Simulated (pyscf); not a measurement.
# Four-centre exchange: HO–Al(F)–F + HF → HO–Al(F)–F + HF

Gas phase, singlet surface, charge 0. Bonds broken: O1–H7, H5–F6. Bonds formed: O1–H5, F6–H7. Single points on ωB97X-D3(BJ)/def2-SVP structures (PySCF, gas phase). MP2 and CC: frozen core, UHF for open shells. ΔMP2 is the change of the MP2 total energy from the triple- to the quadruple-zeta basis.

Transition state (Å):

```xyz
7

O     -0.4091     0.2354    -0.2932
Al    -1.8353    -0.6768    -0.2844
F     -1.7788    -2.2912     0.0433
F     -3.2748     0.0592    -0.6048
H      0.7446     0.2943    -0.1781
F      1.3523     1.3809    -0.3348
H      0.1084     1.2633    -0.4474
```

One imaginary mode, 2147i cm⁻¹; descent along it reached the two sides named, in the forms told below.

```json
[
 {"bond": "O1–H7", "change": "breaks", "reactant side (Å)": "0.961", "saddle": "1.161", "product side": "1.699"},
 {"bond": "H5–F6", "change": "breaks", "reactant side (Å)": "0.937", "saddle": "1.255", "product side": "3.3"},
 {"bond": "O1–H5", "change": "forms", "reactant side (Å)": "1.697", "saddle": "1.161", "product side": "0.962"},
 {"bond": "F6–H7", "change": "forms", "reactant side (Å)": "3.3", "saddle": "1.255", "product side": "0.938"}
]
```

Electronic energies relative to the separated reactants (kJ/mol):

```csv
level,barrier,reaction energy,reverse barrier
ωB97X-D3(BJ)/def2-TZVP,142.2,0.0,142.2
PBE/def2-TZVP,108.4,0.0,108.4
r²SCAN/def2-TZVP,122.0,0.0,122.0
B3LYP-D3(BJ)/def2-TZVP,133.6,0.0,133.6
PBE0-D3(BJ)/def2-TZVP,129.0,0.0,129.0
M06-2X/def2-TZVP,138.2,0.0,138.2
ωB97M-D3(BJ)/def2-TZVP,139.7,0.0,139.7
HF/def2-TZVP,217.5,0.0,217.5
MP2/def2-QZVPP,147.5,0.0,147.5
CCSD/def2-TZVPP,166.0,0.0,166.0
CCSD(T)/def2-TZVPP,154.2,0.0,154.2
CCSD(T)/def2-TZVPP + ΔMP2(QZVPP),155.1,0.0,155.1
```

With CCSD(T)/def2-TZVPP + ΔMP2(QZVPP) energies and thermal terms (ideal gas, 1 atm, RRHO with modes under 100 cm⁻¹ raised to 100, one conformer, R ln 2 for chiral ones without a mode under 150 cm⁻¹), in kJ/mol:

```tsv
T (K)	ΔH‡	ΔG‡	ΔH	ΔG
298	145.9	186.9	0.0	0.0
600	143.5	229.6	0.0	0.0
900	143.8	272.7	0.0	0.0
1200	145.6	315.4	0.0	0.0
```

On the reactant side the descent ends in a complex, 33.0 kJ/mol under the separated species and 175.2 kJ/mol under the saddle at ωB97X-D3(BJ)/def2-TZVP. On the product side the descent ends in a complex (not fully relaxed), 32.5 kJ/mol under the separated species and 174.7 kJ/mol under the saddle at ωB97X-D3(BJ)/def2-TZVP. This is the saddle that the search found; another between the same sides may lie lower. The CCSD(T) − MP2 part came from Ansatz, without density fitting, on the same reference.
